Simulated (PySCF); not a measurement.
System (SMILES): O=[O+][O-].
Geometry (B3LYP-D3(BJ)/def2-TZVP, fixed):
```xyz
3

O     -0.0102     1.0756    -0.2169
O      0.0093     0.0011     0.4285
O      0.0009    -1.0767    -0.2116
```

Basis-set convergence of the mean static polarisability at HF with PySCF. All functions are spherical. Density fitting with generated auxiliary sets. No added dispersion term, no relativity. Reference: the value in d-aug-cc-pVTZ, 20.38 bohr³, itself unsure by roughly 0.3 % (its mean distance from aug-pcseg-3, aug-cc-pVQZ, aug-pcseg-2). Deviations are taken from unrounded values.

```csv
basis,functions,mean static polarisability (bohr³)
cc-pVDZ,42,14.47
aug-cc-pVDZ,69,19.58
def2-SVP,42,14.92
def2-SVPD,69,20.06
pcseg-1,42,15.50
aug-pcseg-1,69,20.33
6-311G**,54,15.23
6-311+G**,66,18.21
cc-pVTZ,90,16.65
aug-cc-pVTZ,138,20.17
pcseg-2,90,18.13
aug-pcseg-2,138,20.28
def2-TZVPP,93,17.77
def2-TZVPPD,120,20.30
cc-pVQZ,165,18.19
aug-cc-pVQZ,240,20.32
def2-QZVPP,171,18.77
def2-QZVPPD,198,20.34
pcseg-3,180,19.58
aug-pcseg-3,255,20.35
```

What the diffuse functions change, pair by pair:
- cc-pVDZ to aug-cc-pVDZ: 27 more functions, deviation -29.0 to -3.9 %
- def2-SVP to def2-SVPD: 27 more functions, deviation -26.8 to -1.5 %
- pcseg-1 to aug-pcseg-1: 27 more functions, deviation -23.9 to -0.2 %
- 6-311G** to 6-311+G**: 12 more functions, deviation -25.2 to -10.6 %
- cc-pVTZ to aug-cc-pVTZ: 48 more functions, deviation -18.3 to -1.0 %
- pcseg-2 to aug-pcseg-2: 48 more functions, deviation -11.0 to -0.5 %
- def2-TZVPP to def2-TZVPPD: 27 more functions, deviation -12.8 to -0.4 %
- cc-pVQZ to aug-cc-pVQZ: 75 more functions, deviation -10.7 to -0.3 %
- def2-QZVPP to def2-QZVPPD: 27 more functions, deviation -7.9 to -0.2 %
- pcseg-3 to aug-pcseg-3: 75 more functions, deviation -3.9 to -0.1 %

They bring the value nearer the reference by more than 0.3 % in 10 of 10 pairs.
